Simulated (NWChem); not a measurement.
**Correlation energy of NO**

SMILES: [N]=O
```xyz
2

N      0.0000     0.0000     0.6093
O      0.0000     0.0000    -0.5331
```
Charge 0, spin multiplicity 2.

All runs are NWChem calculations. All single points use one geometry, from UPBE0/def2-SVP, a minimum by its harmonic frequencies.

Basis set: cc-pVDZ. Each correlation energy counts from its own Hartree-Fock reference.

The correlated methods keep 2 core orbitals frozen. The structure started from a generated list of species. The unpaired electrons of the parent sit in orbitals of symmetry b2 (C2v labels of the run); other states weren't searched. The stability of the SCF solutions was not checked. Open-shell Hartree-Fock references start from PBE0 orbitals. Coupled-cluster values serve here as a point of comparison, not as the truth.

Question: For the correlation energy, UMP2 gives -316.1 mHa and CCSD on ROHF gives -331.3 mHa. What do CCSD(T) on ROHF, CCSDT on ROHF give?

Answer: CCSD(T) on ROHF: -343.0 mHa; CCSDT on ROHF: -343.1 mHa.
